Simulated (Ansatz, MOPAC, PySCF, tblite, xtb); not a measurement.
Potential energy surface of H3Si, doublet: map of symmetric stretch and umbrella angle. Scanned: Si-H bond length and angle between the Si-H bonds and the threefold axis (90 = planar).

Levels: GFN2-xTB, 300 K electronic temperature (tblite); UHF/cc-pVDZ (PySCF); CAM-B3LYP = unrestricted CAM-B3LYP/cc-pVDZ (PySCF 2.14.0); M06-2X = unrestricted M06-2X/cc-pVDZ in PySCF; UKS-PBE/cc-pVDZ = unrestricted PBE/cc-pVDZ (Ansatz, an electronic-structure program); MP2 on UHF/cc-pVDZ, 5 core orbitals frozen (PySCF); CCSD on UHF/cc-pVDZ, 5 core orbitals frozen (PySCF); CCSD(T) on UHF/cc-pVDZ, 5 core orbitals frozen (PySCF); PM6, unrestricted, heats of formation (MOPAC); PM3, unrestricted, heats of formation (MOPAC); GFN1-xTB (xtb); UKS-B3LYP/6-31G* = unrestricted B3LYP/6-31G*, spherical d (PySCF); UKS-M06-2X/6-31G* = unrestricted M06-2X/6-31G*, spherical d run with PySCF; UHF/STO-3G = unrestricted Hartree-Fock/STO-3G (PySCF 2.14.0); UKS-LDA (SVWN5)/6-31G* = unrestricted LDA (SVWN5)/6-31G*, spherical d in PySCF.

Energies in kcal/mol at chosen points (x: Si-H bond length (Å); y: angle between the Si-H bonds and the threefold axis (90 = planar) (°)), relative to x = 1.51, y = 106:

```
method                  (1.44, 106)  (1.58, 118)  (1.58, 90)  (1.85, 118)  (1.37, 106)  (1.37, 130)  (1.51, 90)
----------------------  -----------  -----------  ----------  -----------  -----------  -----------  ----------
GFN2-xTB                       -1.8         10.8         9.5         45.9          4.0         40.7         1.9
UHF                             1.0         10.2        14.4         56.8         10.0         50.6         8.1
CAM-B3LYP                       1.6          8.5        11.0         49.4         10.7         46.6         5.6
M06-2X                          1.2          8.4        11.6         50.6         10.1         44.6         5.9
UKS-PBE/cc-pVDZ                 2.9          6.9         8.1         42.0         13.3         46.6         4.2
MP2                             1.1          9.5        12.4         54.4         10.0         47.5         6.4
CCSD                            1.4          8.9        11.3         50.5         10.6         47.7         6.0
CCSD(T)                         1.5          8.7        11.1         49.5         10.7         47.5         5.8
PM6                             1.5          9.2        10.0         53.8          8.6         42.3         6.2
PM3                             0.4          9.0        55.5         61.1          4.8         30.0         3.1
GFN1-xTB                       -1.1          1.4        22.1         41.0          4.2         21.9        14.9
UKS-B3LYP/6-31G*                1.2          8.4        11.3         49.1         10.0         44.8         5.6
UKS-M06-2X/6-31G*               0.6          8.8        12.8         53.2          9.0         42.7         6.4
UHF/STO-3G                     -6.5         15.3        29.6        103.4         -3.7         37.8        14.9
UKS-LDA (SVWN5)/6-31G*          2.3          7.0         8.5         43.8         12.2         43.3         4.1
```
